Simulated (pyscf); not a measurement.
**Four-centre exchange: H₂B–NH₂ + SiH₄ -> H₂N–BH–SiH₃ + H₂**

Gas phase, singlet surface, charge 0. Bonds broken: B1–H3, Si7–H8. Bonds formed: B1–Si7, H3–H8. Optimised with ωB97X-D3(BJ)/def2-SVP in PySCF.

Transition state (Å):

```xyz
11

B     -1.3864    -0.0330    -0.2742
N     -2.2441     0.3369     0.8722
H     -1.3750    -1.2778    -0.6099
H     -1.5129     0.3925    -1.4111
H     -1.8129     0.5196     1.7705
H     -3.0978    -0.1939     1.0007
Si     0.4828     0.8524    -0.1857
H     -0.4334    -0.8807    -0.1710
H      0.1629     2.3072    -0.2014
H      1.3324     0.4971    -1.3586
H      1.2559     0.5756     1.0655
```

One imaginary mode, 949i cm⁻¹; descent along it reached the two sides named.

| bond | change | reactant side (Å) | saddle | product side |
|---|---|---|---|---|
| B1–H3 | breaks | 1.210 | 1.289 | 3.1 |
| Si7–H8 | breaks | 1.492 | 1.960 | 3.6 |
| B1–Si7 | forms | 3.6 | 2.070 | 2.023 |
| H3–H8 | forms | 3.2 | 1.112 | 0.760 |

Electronic energies relative to the separated reactants (eV):

```
level                   barrier  reaction energy  reverse barrier
----------------------  -------  ---------------  ---------------
ωB97X-D3(BJ)/def2-TZVP     1.62            +0.33             1.29
PBE/def2-TZVP              1.33            +0.30             1.02
r²SCAN/def2-TZVP           1.43            +0.34             1.10
B3LYP-D3(BJ)/def2-TZVP     1.73            +0.39             1.33
PBE0-D3(BJ)/def2-TZVP      1.38            +0.32             1.06
M06-2X/def2-TZVP           1.72            +0.39             1.33
ωB97M-D3(BJ)/def2-TZVP     1.69            +0.43             1.25
HF/def2-TZVP               2.79            +0.70             2.09
```

With ωB97M-D3(BJ)/def2-TZVP energies and thermal terms (ideal gas, 1 atm, RRHO with modes under 100 cm⁻¹ raised to 100, one conformer, R ln 2 for chiral ones without a mode under 150 cm⁻¹), in eV:

```json
[
 {"T (K)": "298", "ΔH‡": "1.68", "ΔG‡": "2.06", "ΔH": "+0.35", "ΔG": "+0.37"},
 {"T (K)": "600", "ΔH‡": "1.70", "ΔG‡": "2.44", "ΔH": "+0.42", "ΔG": "+0.36"},
 {"T (K)": "900", "ΔH‡": "1.73", "ΔG‡": "2.80", "ΔH": "+0.46", "ΔG": "+0.33"},
 {"T (K)": "1200", "ΔH‡": "1.76", "ΔG‡": "3.15", "ΔH": "+0.49", "ΔG": "+0.28"}
]
```

At the saddle there is also a short B–H contact that neither side keeps. The same reactants have a lower exit, to BH₃ + H₂N–SiH₃ (highest point, the separated products, at +1.20 eV at ωB97M-D3(BJ)/def2-TZVP, against +1.69 eV here). H₂N–BH–SiH₃ lies 0.57 eV over its isomer H₂B–NH–SiH₃ (electronic energy, ωB97M-D3(BJ)/def2-TZVP). This is the saddle that the search found; another between the same sides may lie lower.
